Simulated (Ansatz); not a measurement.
**Reading a saddle point**

A first-order saddle point of CH2OS, closed shell, PBE0-D4/def2-TZVP, with one imaginary mode of 1711i cm⁻¹:

```
5
angstrom
H 0.5834 -0.8381 0.6743
O 0.2554 -0.8808 -0.6376
C -0.1996 0.2431 -0.3098
H -0.7021 0.8848 -1.0362
S 0.0629 0.5910 1.3094
```

Program: Ansatz 0.2.0. Basis: def2-TZVPP and def2-QZVPP. Cores are frozen in the correlated methods. Extrapolation: Hartree–Fock as exp(−7.88 √X), correlation as X^−2.97.

Which contacts change along the imaginary mode, and what lies on either side? (Judge from chemistry; the calculation decides.)

The calculation gives: The step is CH₂OS ([OH][CH][S]) → CH₂OS ([O][CH][SH]). Shortening one way: H1–S5; lengthening the same way: H1–O2.
```json
{"pair": "H1–S5", "one side (Å)": "2.60", "saddle (Å)": "1.65", "other side (Å)": "1.34"}
{"pair": "H1–O2", "one side (Å)": "0.97", "saddle (Å)": "1.35", "other side (Å)": "2.61"}
```

Which side is lower, and how far does the saddle lie above each? (To be estimated.)

By the calculation: The side with H1–S5 short is lower by 2.7 kJ/mol; the saddle lies 132.2 kJ/mol above it and 129.6 kJ/mol above the other (CCSD(T) at an estimated basis limit (MP2 extrapolated from triple and quadruple zeta, plus CCSD(T) − MP2 in triple zeta); electronic energies).

No T1 diagnostic of these runs exceeds 0.023.

Labels in which every atom is bracketed show which atoms are joined, not bond orders.

For scale, one of the runs: CCSD(T)/def2-TZVPP, 132 basis functions, launched by `ansatz run in.yaml --threads 2 --pin off --events-out ev --progress --plain --max-ram 4352MiB`. The run took 12 s on 2 CPU threads of an Intel Xeon Platinum 8488C (shared host), with 0.67 GiB of host memory at its peak.
